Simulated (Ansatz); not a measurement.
Single points on the cluster Li2H⁻.

```yaml
crystal:
  periodic: [false, false, false]
  atoms:
    - {symbol: Li, position_ang: [-0.052118, -0.875407, -1.028767]}
    - {symbol: Li, position_ang: [-0.575875, 0.509866, 1.110275]}
    - {symbol: H, position_ang: [0.627993, 0.365531, -0.081508]}
basis:
  gaussian: {orbitals: def2-TZVPD, initial_orbitals: start.molden}
total_charge: -1
correlation: {method: ccsd_t}
scf: {omitted_lower_state_checks: [starts]}
output: {orbitals: {seedname: orbitals}}
```

The file start.molden holds the orbitals of an earlier run on this structure, at another level or in another basis.

```sh
$ ansatz run in.yaml --threads 4 --pin off --events-out ev --progress --plain --max-ram 3916MiB
```

Output, abridged:

```
Functional definition: HF
454 factors; integrals over basis functions are off by at most 7.5e-4 eV
mean field evaluation 1: about -419.6714 eV, gradient 9.0e0 eV
mean field evaluation 2: about -419.7786 eV, gradient 1.8e-1 eV
mean field evaluation 4: about -419.7814 eV, gradient 2.4e-3 eV
mean field evaluation 8: about -419.7814 eV, gradient 1.3e-6 eV
mean field evaluation 16: about -418.9171 eV, gradient 3.3e-2 eV
mean field evaluation 32: about -418.1076 eV, gradient 5.7e-1 eV
mean field -419.78143740 eV, -15.4266832865 hartree, gradient 1.3e-6 eV, S^2 0.000000; 2 other end points of the search recorded, 0 dependent functions left out; unrestricted orbitals would lower it
determinant -419.78143740 eV, -15.4266832865 hartree, with singles and doubles -423.65596596 eV, -15.5690695845 hartree
determinant -418.91713506 eV, -15.3949207612 hartree, with singles and doubles -423.11876123 eV, -15.5493276749 hartree
determinant -418.08477252 eV, -15.3643320020 hartree, with singles and doubles -421.54097525 eV, -15.4913451099 hartree
determinant -419.78143740 eV, -15.4266832865 hartree, with singles and doubles -423.62871819 eV, -15.5680682476 hartree
determinant -418.91713506 eV, -15.3949207612 hartree, with singles and doubles -423.07758120 eV, -15.5478143368 hartree
reference -419.78143740 eV, -15.4266832865 hartree; 4, 4 occupied and 39, 39 virtual orbitals, 454 factors
second order -2.92414433 eV of doubles, -0.00000000 eV of singles
cycle   1  -3.84535720 eV  change    1.9e-3 eV  update   3.6e-3
cycle   2  -3.84505443 eV  change    3.0e-4 eV  update   2.5e-3
cycle   3  -3.84539672 eV  change   -3.4e-4 eV  update   1.6e-3
cycle   4  -3.84625346 eV  change   -8.6e-4 eV  update   6.7e-4
cycle   5  -3.84660997 eV  change   -3.6e-4 eV  update   3.2e-4
cycle   6  -3.84688000 eV  change   -2.7e-4 eV  update   1.2e-4
cycle   7  -3.84694464 eV  change   -6.5e-5 eV  update   2.7e-5
cycle   8  -3.84695330 eV  change   -8.7e-6 eV  update   1.2e-5
cycle   9  -3.84695328 eV  change    1.5e-8 eV  update   5.8e-6
perturbative correction -0.07678562 eV, -0.0028218197 hartree
Total energy: -423.70517631 eV, -15.5708780318 hartree
Checks for a lower state left out: starts
```

Run time 0.3 s (4 threads of Intel Xeon 6975P-C on a shared host).

First input, but with `hamiltonian: {xc: r2scan, dispersion: d4}` and without the key `correlation` (abridged; 0.25 s):

```
Functional definition: r2SCAN
mean field -424.20056376 eV, -15.5890831847 hartree, gradient 7.8e-5 eV, S^2 0.000000
Total energy: -424.22264440 eV, -15.5898946331 hartree
Checks for a lower state left out: starts
```

The first input with `hamiltonian: {xc: pbe, dispersion: d4}` and without the key `correlation` (abridged; 0.15 s):

```
Functional definition: PBE
mean field -423.28413348 eV, -15.5554049933 hartree, gradient 2.0e-5 eV, S^2 0.000000
Total energy: -423.38981362 eV, -15.5592886668 hartree
Checks for a lower state left out: starts
```

The first input with `gaussian: {orbitals: def2-TZVPD}`, `hamiltonian: {xc: pbe0, dispersion: d4}` and without the key `correlation`, `scf` (abridged; 0.25 s):

```
Functional definition: PBE0
mean field evaluation 16: about -422.7333 eV, gradient 2.0e0 eV
mean field evaluation 32: about -422.7905 eV, gradient 1.2e0 eV
mean field -423.48689654 eV, -15.5628563980 hartree, gradient 8.4e-5 eV, S^2 0.000000; 1 other end points of the search recorded, 0 dependent functions left out
Total energy: -423.57342143 eV, -15.5660361294 hartree
```

Geometry: PBE-D4/def2-TZVP, that of the neutral doublet.

Correlated methods freeze no core orbitals; core or outer-core shells of Li are correlated, in sets that lack core-valence functions. At CCSD(T)/def2-TZVPD T1 of the charge -1 singlet is large (up to 0.056), so the single-reference result is doubtful. At CCSD(T)/def2-TZVPD the restricted singlet (for correlated methods, its reference) is unstable: a solution with broken spin symmetry lies lower. At CCSD(T)/def2-TZVPD, r2SCAN-D4/def2-TZVPD, PBE-D4/def2-TZVPD, PBE0-D4/def2-TZVPD the highest occupied level of the charge -1 singlet lies above zero (up to 1.25 eV). By energy differences its removal costs 0.39 eV (vertical, to the charge 0 doublet, at CCSD(T)/def2-TZVPD). The restricted singlet is unstable towards broken spin symmetry in Hartree–Fock (as tested in another run); at r2SCAN-D4/def2-TZVPD, PBE-D4/def2-TZVPD, PBE0-D4/def2-TZVPD this wasn't settled. At PBE0-D4/def2-TZVPD a triplet of charge -1 lies 0.34 eV below the restricted singlet at the same geometry. The structure comes from a short search, and lower isomers may exist.
